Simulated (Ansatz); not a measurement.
# CH4OS2: the cost of one run

All numbers below are computed with Ansatz 0.2.0 (RKS B3LYP/cc-pVDZ).

### 1 The structure to begin with

Bond lengths: O1–C2 1.355 Å, C2–S3 1.791 Å, C2–S4 1.736 Å, O1–H5 1.001 Å, C2–H6 1.102 Å, S3–H7 1.370 Å, S4–H8 1.314 Å. Angles: O1–C2–S3 107.9°, O1–C2–S4 112.6°, O1–C2–H6 107.4°, S3–C2–S4 109.4°, S3–C2–H6 110.5°, S4–C2–H6 109.0°, C2–O1–H5 106.9°, C2–S3–H7 96.3°, C2–S4–H8 98.5°.

Structure file:

```xyz
8

O    -0.3818    1.4441   -0.7661
C     0.0479    0.4343    0.0294
S     1.0506   -0.6650   -0.9677
S    -1.2599   -0.4617    0.7366
H    -0.9459    1.0303   -1.4825
H     0.6510    0.8840    0.8351
H     1.4852   -1.4515    0.0661
H    -0.5548   -1.2717    1.4934
```

### 2 Relaxing end A

File input.yaml:

```yaml
crystal:
  periodic: [false, false, false]
  atoms:
    - { symbol: O, position_ang: [-0.3818, 1.4441, -0.7661] }
    - { symbol: C, position_ang: [0.0479, 0.4343, 0.0294] }
    - { symbol: S, position_ang: [1.0506, -0.665, -0.9677] }
    - { symbol: S, position_ang: [-1.2599, -0.4617, 0.7366] }
    - { symbol: H, position_ang: [-0.9459, 1.0303, -1.4825] }
    - { symbol: H, position_ang: [0.651, 0.884, 0.8351] }
    - { symbol: H, position_ang: [1.4852, -1.4515, 0.0661] }
    - { symbol: H, position_ang: [-0.5548, -1.2717, 1.4934] }
basis:
  gaussian: { orbitals: cc-pVDZ }
hamiltonian:
  xc: b3lyp
relax:
  f_tol: 0.015
  max_steps: 40
```

Run with:

```console
ansatz run input.yaml --threads 1 --pin off --max-ram 2048MiB --backend cpu --events-out ev --progress --plain --runs-dir out
```

**Question.** How long does this run take on 1 thread of Arm Neoverse V2, shared host, and how much memory does it need?

About 65 s, with a peak of 0.17 GiB.
